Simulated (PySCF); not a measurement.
# Telling isomers of C$_{3}$H$_{5}$N apart by NMR

- coordinates at the GFN2-xTB level
- GIAO PBE0/pcSseg-1 shieldings
- B3LYP/pcJ-1 coupling constants
- run in PySCF 2.14
- isolated molecule, no relativistic terms, one averaged value for each set of equivalent atoms, single conformer

Shifts are taken against calculated references (same method and geometry level): 1H (σ = 31.72 ppm) and 13C (σ = 186.93 ppm) vs TMS. Multiplet labels drop J under 1 Hz and among equivalent protons, and merge close values. Unscaled 3J(H,H) run several per cent high. Vicinal couplings that depend on rotamer populations or ring flexing (ring, CH–CH, X–H and H–F types) are those of the one conformer. Shifts are as computed. Against solution values, carbons near 30 ppm lie about +3 ppm off and those near 130 ppm about +5 ppm. Of 1211 compounds with measured shifts, 218 miss one by over three times the rms of a fit or turn the order of signals round; such compounds aren't used in these exercises.

(1) Tabulate the signals of `C1=NCC1`, `CCC#N` and their relative energies.

(2) What is the quickest way to tell C1=NCC1 from CCC#N?

## Answers

(1) 
```tsv
SMILES	carbon types	δC	δH	E rel. (kcal/mol)
C1=NCC1	1×CH 2×CH2	191.3, 59.7, 39.0	8.45 (t, 1H), 4.18 (m, 2H), 3.17 (m, 2H)	29.5
CCC#N	1×C 1×CH2 1×CH3	124.7, 14.0, 11.8	2.23 (q, 2H), 1.32 (t, 3H)	0.0
```

Energies are electronic energies at PBE0/pcSseg-1 on these geometries, without zero-point or thermal terms, each for the one conformer computed, which needn't be the lowest.

(2) Both give the same number of carbon signals, but DEPT or the intensities differ. The first has a C=N carbon (CH) at 191.3 ppm, the second a nitrile carbon (C) at 124.7 ppm. In the proton spectra the most deshielded non-exchanging signals are 8.45 (t, J = 1.3 Hz, 1H) and 2.23 (q, J = 8.3 Hz, 2H).
